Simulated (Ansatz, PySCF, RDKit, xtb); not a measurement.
# CH3AlMg: a search for the lowest isomer

Task: start from the formula CH3AlMg, draw up candidate structures, narrow them down in stages, and characterise the one that lies lowest at 298.15 K.

Plan: many cheap relaxations first (GFN2-xTB), then density-functional screening, relaxation at r2SCAN-D4/def2-TZVP, vibrations and a final energy. The numbers are computed, not measured.

7 further runs of the same task are left out: 7 set aside as unsound or not needed.

**1. Drawing up candidates**

A program enumerates the bonding patterns with one Lewis structure each (two rings at most, one unusual centre or charged pair), with their diastereomers. O–O, O–halogen and N–halogen bonds and N–N–N chains are not drawn. That gives 14 candidates.

```tsv
label	SMILES	spin
c044	[MgH][C][AlH2]	triplet
c055	[CH3][Mg][Al]	singlet
c093	[CH][AlH][MgH]	singlet
c124	[CH][AlH][MgH]	triplet
c174	[CH2]1[Mg][AlH]1	singlet
c195	[CH][Mg][AlH2]	singlet
c200	[CH2-][Al+][MgH]	singlet
c215	[MgH][CH2][Al]	singlet
c238	[MgH][CH2][Al]	triplet
c345	[MgH][C][AlH2]	singlet
c387	[CH3][Mg][Al]	triplet
c519	[CH2]1[MgH-][Al+]1	singlet
c722	[MgH][CH-][AlH+]	singlet
c798	[CH][Mg][AlH2]	triplet
```

Candidates are built by distance geometry, with a force field where one applies, in up to four conformers (letters a to d). 16 starts with atoms placed at random are added, to find patterns that the rules miss.

Q: Predict the outcome of this search (final energies at CCSD(T)/def2-TZVPP).

| quantity | value |
| --- | --- |
| lowest structure found | [MgH][CH2][Al], singlet, Cs |
| next finalist | [CH2]1[Mg][AlH]1, singlet, 18.8 kcal/mol higher in G |
| share at equilibrium, among the finalists | 100.0 % |
| harmonic wavenumbers, lowest and highest (r2SCAN-D4/def2-TZVP) | 98 and 3021 cm⁻¹ |
| rotational constants, same geometry | 0.9459, 0.1034, 0.09492 cm⁻¹ |
| dipole moment (PBE0/def2-TZVPD) | 1.36 D |
| HOMO energy (PBE0/def2-TZVPD) | -5.38 eV |
| LUMO energy (PBE0/def2-TZVPD) | -1.31 eV |
| HOMO–LUMO gap (PBE0/def2-TZVPD) | 4.08 eV |
| lowest excitation (TD-B3LYP/def2-SVPD) | 3.07 eV (f = 0.074) |
| strongest of the states computed, same level | 3.94 eV (f = 0.187) |
| lowest triplet excitation, same level, Tamm-Dancoff | 1.98 eV |
| vertical ionisation energy | 7.22 eV |
| vertical electron affinity | 0.03 eV |
| vertical triplet less singlet | +1.83 eV |

The search ends on `[MgH][CH2][Al]`. The margin of 18.8 kcal/mol over the next finalist is beyond the usual error of the last level; it says nothing of structures that weren't ranked. r2SCAN-D4/def2-TZVP, HF/def2-TZVPP and MP2/def2-TZVPP already put its bonding pattern lowest among the structures in one piece. The search is not exhaustive (a finite list of starts, one conformer a finalist), so a lower isomer can't be ruled out. Patterns outside the rules of the enumeration were met only by chance. Bonds to the alkali or alkaline-earth atom are largely ionic, and its place along soft bends is ill-defined.
